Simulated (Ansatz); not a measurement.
Two shapes of singlet C3H5(+).

Shape 1:

```xyz
8

C     0.0349   -0.0051   -0.4573
C     0.0473    1.1773    0.2010
C     0.0473   -1.1769    0.2014
H    -0.0132    0.0381   -1.6170
H     0.0310    2.1855   -0.3323
H     0.0324    1.1994    1.3465
H    -0.0432   -2.1676   -0.2793
H     0.0366   -1.2262    1.2831
```

Shape 2:

```xyz
8

C     0.0137    0.0519   -0.4212
C    -0.0055    1.1542    0.1601
C     0.0060   -1.1737    0.1441
H    -0.0679   -0.0065   -1.6118
H    -0.0384    2.1872   -0.3461
H     0.0340    1.1823    1.2779
H    -0.0961   -2.1378   -0.3156
H     0.1011   -1.2508    1.2676
```

Basis set: 6-31G (spherical functions). Left uncorrelated: 3 orbitals. Charge 1, multiplicity 1.

Computed with Ansatz (development build ahead of 0.2.0); each method stands on the lowest determinant of its kind that the runs found.

(1) Which shape is lower in energy, and by how much in each method?

Answers

(1)

| method | E(2) − E(1) (eV) |
| --- | --- |
| RHF | 0.746 |
| RHF-MP2 | 0.843 |

Shape 1 is lower. Caution: no unrestricted run beside it, a lower state can exist.
